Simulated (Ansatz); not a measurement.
**Structure relaxation of SiSb2**

Method: DFT PBE, scalar-relativistic, plane waves, PAW (Ansatz). Cutoff 420 eV, Γ-centred k mesh, Gaussian smearing, no spin polarisation in the final step.

SiSb2 was placed on the fluorite structure type (Fm-3m, No. 225), with Si in place of Ca, Sb in place of F, at a guessed volume.

```xyz
3
Lattice="0.0000 3.2575 3.2575 3.2575 0.0000 3.2575 3.2575 3.2575 0.0000" Properties=species:S:1:pos:R:3 pbc="T T T"
Si    0.0000    0.0000    0.0000
Sb    1.6288    1.6288    1.6288
Sb    4.8863    4.8863    4.8863
```

Cell and atoms relax at zero pressure; the relaxation can't lower the symmetry of the start. After a coarse first stage the cell is made exact in the group found at 0.06 Å.

The zero of energy is the elements' standard structures at the same level; no fitted shifts are applied.

Problem. What does it relax into?

Solution. It keeps Fm-3m (No. 225). The result has the fluorite structure. Conventional cell: a = 6.801 Å. Si has 8 Sb at 2.94 Å; around Sb lie 4 Si at 2.94 Å and 6 Sb at 3.40 Å.

```
Si Sb
1.0
     0.00000    3.40036    3.40036
     3.40036    0.00000    3.40036
     3.40036    3.40036    0.00000
Si Sb
1 2
Direct
  0.00000 0.00000 0.00000
  0.25000 0.25000 0.25000
  0.75000 0.75000 0.75000
```

Problem. What are its volume, energy, density and gap?

Solution. The volume per atom is 26.21 Å³. The density is 5.74 g/cm³, the energy over the elements is 0.45 eV/atom and the gap on the 12×12×12 mesh is 0 eV (a metal).

The final run used a 12×12×12 mesh on its 3-atom cell and 0.10 eV smearing. The k mesh leaves about 4 meV/atom of noise in metals. Spin–orbit coupling is left out. Symmetry constrained the relaxation, so the result can be a saddle point.

Cost: 3 runs of about 0.28 core-minutes in all, on Intel Xeon 6975P-C (Granite Rapids) (shared hosts).